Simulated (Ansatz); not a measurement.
Input file for Ansatz (a program for electronic structure): R-PBE0/def2-TZVPPD on H2O (SMILES O) with ghost functions. Files ending in .json are basis or fitting sets from the Basis Set Exchange.

Ansatz 0.2 input:
```yaml
crystal:
  periodic: [false, false, false]
  atoms:
    - {symbol: O, position_ang: [-3.38909147, -0.60956024, -0.01080746]}
    - {symbol: H, position_ang: [-3.74774847, 0.27812176, 0.02152454]}
    - {symbol: H, position_ang: [-2.42758347, -0.47196524, 0.00532054]}
basis:
  gaussian:
    orbitals: def2-TZVPPD.json
    ghost_atoms:
      - {symbol: N, position_ang: [1.59326953, -0.31331724, 0.02450354]}
      - {symbol: H, position_ang: [1.88863353, -0.86595524, -0.77028646]}
      - {symbol: H, position_ang: [1.90334953, -0.82403824, 0.84136354]}
      - {symbol: C, position_ang: [2.25260453, 0.99504676, -0.01573746]}
      - {symbol: H, position_ang: [1.94206253, 1.57677176, 0.84877754]}
      - {symbol: H, position_ang: [3.34391353, 0.95575176, -0.02469346]}
      - {symbol: H, position_ang: [1.92589253, 1.53096476, -0.90356146]}
hamiltonian:
  xc: {name: PBE0}
scf: {lower_state_search: off}
```

Task: What total energy does the run end on?

Result: -76.3832 hartree.
